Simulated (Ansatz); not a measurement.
Species, as SMILES: C#C (C2H2).
Atoms: C1, C2, H3, H4. Bonds: C1-C2, C1-H4, C2-H3.

Basis-set convergence of the optimised C1-H4 bond length at B3LYP with Ansatz (a first-principles code). Cartesian d functions, on some or all atoms, in 6-31G*, 6-31+G*; all else is spherical. The program fits the integrals of some runs and decomposes those of others, by size. No added dispersion term, no relativity. Reference: the value in def2-QZVPPD, 1.0614 Å. Deviations are taken from unrounded values.

| basis | functions | optimised C1-H4 bond length (Å) |
|---|---|---|
| 6-31G* | 34 | 1.0666 |
| 6-31+G* | 42 | 1.0676 |
| cc-pVDZ | 38 | 1.0724 |
| aug-cc-pVDZ | 64 | 1.0709 |
| def2-SVP | 38 | 1.0743 |
| def2-SVPD | 56 | 1.0723 |
| pcseg-1 | 38 | 1.0710 |
| aug-pcseg-1 | 64 | 1.0703 |
| 6-311G** | 48 | 1.0628 |
| 6-311+G** | 56 | 1.0631 |
| def2-TZVP | 74 | 1.0628 |
| def2-TZVPD | 92 | 1.0629 |
| cc-pVTZ | 88 | 1.0616 |
| aug-cc-pVTZ | 138 | 1.0616 |
| pcseg-2 | 88 | 1.0619 |
| aug-pcseg-2 | 138 | 1.0619 |
| def2-TZVPP | 90 | 1.0621 |
| def2-TZVPPD | 108 | 1.0622 |
| def2-QZVPP | 174 | 1.0614 |
| def2-QZVPPD | 192 | 1.0614 |

What the diffuse functions change, pair by pair:
- 6-31G* to 6-31+G*: 8 more functions, deviation 0.0052 to 0.0062 Å
- cc-pVDZ to aug-cc-pVDZ: 26 more functions, deviation 0.0110 to 0.0094 Å
- def2-SVP to def2-SVPD: 18 more functions, deviation 0.0129 to 0.0109 Å
- pcseg-1 to aug-pcseg-1: 26 more functions, deviation 0.0096 to 0.0088 Å
- 6-311G** to 6-311+G**: 8 more functions, deviation 0.0014 to 0.0017 Å
- def2-TZVP to def2-TZVPD: 18 more functions, deviation 0.0013 to 0.0015 Å
- cc-pVTZ to aug-cc-pVTZ: 50 more functions, deviation 0.0002 to 0.0002 Å
- pcseg-2 to aug-pcseg-2: 50 more functions, deviation 0.0005 to 0.0004 Å
- def2-TZVPP to def2-TZVPPD: 18 more functions, deviation 0.0006 to 0.0007 Å
- def2-QZVPP to def2-QZVPPD: 18 more functions, deviation 0.0000 to 0.0000 Å

Leaving out the reference's own pair, they bring the value nearer the reference by more than 0.0001 Å in 3 of 9 pairs.
